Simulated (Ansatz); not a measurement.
Born–Oppenheimer molecular dynamics of FH₃OSi (6 atoms, charge 0, multiplicity 1). It starts at the highest image of a converged band. Of that band: The profile has 2 maxima (images 1, 6) with wells between them (image 3): this band takes more than one step, which may be the mechanism or a detour left from its start path. Neighbouring images differ by up to 1.7 eV, so the band resolves the path poorly. A vibrational analysis at the climbing image gives one clearly imaginary mode, 1209i cm⁻¹: a first-order saddle point.

Method: RKS B3LYP-D4/def2-SVP (Ansatz).

```yaml
ensemble: NVE (velocity Verlet)
time_step: 0.5 fs
steps_asked: 200
starting_velocities_drawn_for: 100 K
seed: 3973
```

First frame:

```xyz
6
Properties=species:S:1:pos:R:3
Si 0.189 -0.068 -0.333
F 1.083 0.078 1.447
H 1.655 0.051 0.419
H -0.882 0.984 -0.144
O -0.613 -1.522 -0.324
H -1.537 -1.539 -0.044
```

(1) What does the run give?

(2) What happens to the structure?

(3) How do temperature and energy run in time?

Results:

(1) All steps were run.

```yaml
steps_done: 200
time_covered: 100 fs
mean_temperature_over_the_second_half: 3439 K
spread_of_the_potential_energy_over_the_second_half: 82.7 meV per atom
mean_potential_energy_of_the_second_half_above_the_start: -288.0 meV per atom
```

The conserved energy stayed within 1.2 meV per atom of its start (net change -0.85 meV per atom), so the integration is sound. The kinetic energy rose, since the run started high on the potential surface and went downhill. A run of 0.1 ps of so small a system gives no equilibrium averages. The orbitals stay closed-shell, which can raise the energy where a bond breaks towards radicals; this wasn't checked here.

(2) Between its relaxed ends the band would form F2–H3 and break Si1–F2, Si1–H3. These pairs go: F2–H3 1.18 → 2.78 Å, Si1–F2 2.00 → 1.77 Å, Si1–H3 1.65 → 1.50 Å. In the last frame they stand as before the step (other bonds may differ from the relaxed reactants and products). These pairs come and go: their bonding changes 6 times, last at 65 of 100 fs, so the outcome isn't settled. It ends as one piece, FH3OSi. Pairs count as bonded within 1.25 times the sum of covalent radii (0.12 Å more for H–H). This is one draw of velocities; another would differ in detail.

(3) 
```tsv
time (fs)	T (K)	potential energy less start (eV)	conserved less start (meV/atom)
0	100	0.000	0.00
5	45	0.029	0.04
10	188	-0.045	0.05
15	1323	-0.631	0.21
20	4767	-2.416	-0.47
25	4935	-2.502	-0.30
30	2991	-1.496	-0.15
35	1891	-0.929	-0.41
40	4243	-2.148	-1.01
45	3464	-1.740	-0.09
50	4033	-2.034	-0.10
55	3363	-1.685	0.34
60	2996	-1.498	-0.17
65	2903	-1.449	0.00
70	3553	-1.788	-0.53
75	2834	-1.414	-0.08
80	4892	-2.480	-0.29
85	4642	-2.351	-0.52
90	2401	-1.191	-0.19
95	2018	-0.991	0.13
100	4689	-2.378	-0.85
```

The run took 120 s on 1 thread of AMD EPYC 9R45 96-Core Processor (Zen 5), on a shared host, peak memory 0.13 GiB.
